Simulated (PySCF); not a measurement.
Dimethyl ether, C2H6O.
Z-matrix (Å and degrees, GFN2-xTB geometry), rows numbered from 1:
```
C 
O   1  1.4036
C   2  1.4036  1  112.84
H   1  1.0978  2  111.32  3    60.66
H   1  1.0978  2  111.29  3   -60.62
H   1  1.0880  2  106.75  3  -179.99
H   3  1.0978  2  111.32  1   -60.69
H   3  1.0879  2  106.73  1   179.95
H   3  1.0977  2  111.28  1    60.61
```

Vertical excitations from PySCF (density fitting, frozen core in the response, grid level 2 and gas phase unless stated; continuum runs use non-equilibrium linear response for the excitations) on a GFN2-xTB geometry. Reference run:

| settings | S1, eV (f) | S2, eV (f) | S3, eV (f) | S4, eV (f) | S5, eV (f) | S6, eV (f) | T1, eV (Tamm–Dancoff) | mean α (au) |
| --- | --- | --- | --- | --- | --- | --- | --- | --- |
| CAM-B3LYP/def2-SVPD, full TDDFT, 8 singlets | 7.10 (0.025) | 8.14 (0.000) | 8.18 (0.033) | 8.74 (0.031) | 8.81 (0.025) | 8.84 (0.035) | 6.91 | 32.7 |

What do these settings give: PBE0/STO-3G, energy threshold 1e-11 Eh, damping 0.1 at the start, DIIS from the seventh cycle, TDA, 6 singlets?

```json
{"settings": "PBE0/STO-3G, energy threshold 1e-11 Eh, damping 0.1 at the start, DIIS from the seventh cycle, TDA, 6 singlets", "S1, eV (f)": "10.87 (0.015)", "S2, eV (f)": "12.79 (0.000)", "S3, eV (f)": "13.12 (0.002)", "S4, eV (f)": "14.40 (0.025)", "S5, eV (f)": "14.94 (0.026)", "S6, eV (f)": "15.45 (0.052)", "T1, eV (Tamm–Dancoff)": "9.18", "mean α (au)": "13.2"}
```

S1 moves by +3.77 eV; functional, basis and response scheme change together, so the shift can't be laid on one. States are counted by energy in each run and needn't keep their character from row to row.

Give the leading configurations of S1 (H = HOMO, L = LUMO) and the HOMO–LUMO gap of each run.

```csv
settings,S1 configurations (weight),S1 (eV),orbital gap (eV),S1 − gap (eV)
"CAM-B3LYP/def2-SVPD, full TDDFT, 8 singlets",H→L 0.91,7.10,10.33,-3.23
"PBE0/STO-3G, energy threshold 1e-11 Eh, damping 0.1 at the start, DIIS from the seventh cycle, TDA, 6 singlets",H→L 0.99,10.87,13.10,-2.23
```

